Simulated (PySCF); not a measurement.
CCl₃: fields on a plane

These are results of PySCF, UPBE0, basis C def2-SVP, Cl def2-SVP (no relativity, density fitting), not measurements.

The doublet minimum has C–Cl 1.712 Å (×3); Cl–C–Cl 117.1° (×3).

The plane holds C1 at (0.00, 0.00), Cl2 at (1.71, 0.00), Cl3 at (-0.78, 1.52) Å. Columns run from x = -2.85 to 4.05 Å, rows from y = 3.75 (top) to -1.95 Å, in steps of 0.3 Å. Other isomers or separated fragments may lie lower.

Problem. Give the electron localisation function (set to 0 where the density is under 0.005 e/Å³). Every second row and column.

Solution. 
```
0.00 0.00 0.00 0.00 0.00 0.00 0.00 0.00 0.00 0.00 0.00 0.00
0.00 0.00 0.09 0.22 0.37 0.33 0.00 0.00 0.00 0.00 0.00 0.00
0.00 0.19 0.40 0.68 0.84 0.76 0.40 0.00 0.00 0.00 0.00 0.00
0.00 0.54 0.85 0.14 0.35 0.89 0.24 0.01 0.24 0.00 0.00 0.00
0.16 0.71 0.93 0.45 0.18 0.70 0.05 0.47 0.78 0.59 0.16 0.00
0.00 0.56 0.79 0.74 0.87 0.63 0.34 0.84 0.92 0.80 0.30 0.00
0.00 0.01 0.05 0.24 0.32 0.50 0.87 0.12 0.73 0.78 0.30 0.00
0.00 0.11 0.28 0.36 0.76 0.30 0.69 0.40 0.22 0.81 0.30 0.00
0.00 0.56 0.80 0.78 0.67 0.35 0.12 0.79 0.90 0.71 0.26 0.00
0.00 0.54 0.82 0.90 0.85 0.51 0.02 0.23 0.61 0.39 0.00 0.00
```

Problem. Give the electrostatic potential (V) (cut at 20 V). Every second row and column.

Solution. 
```
 0.1  0.2  0.3  0.3  0.2  0.0  0.0  0.0  0.0  0.0  0.0  0.0
 0.1  0.3  0.7  1.0  0.6  0.0 -0.1 -0.1  0.0  0.0  0.0  0.0
 0.1  0.6  2.7  7.5  5.8  0.9 -0.1 -0.1 -0.1 -0.1  0.0  0.0
 0.0  0.8  9.7 20.0 20.0  6.5  0.5  0.0 -0.1 -0.1  0.0  0.0
-0.1  0.4 12.1 20.0 20.0 11.8  2.2  1.4  0.9  0.3  0.2  0.1
-0.1  0.1  3.7 19.8 20.0 16.1  7.7 17.4 19.7  4.8  0.9  0.3
-0.1  0.1  1.3  6.1 20.0 20.0 20.0 20.0 20.0 17.3  2.0  0.5
-0.1  0.0  1.5  6.3 20.0 20.0 13.9 20.0 20.0 11.0  1.6  0.4
-0.1  0.0  2.5 12.7 13.7  6.6  3.6  5.0  4.7  1.6  0.4  0.2
-0.1  0.0  1.8  8.9  8.7  2.5  0.7  0.3  0.0  0.0  0.0  0.1
```
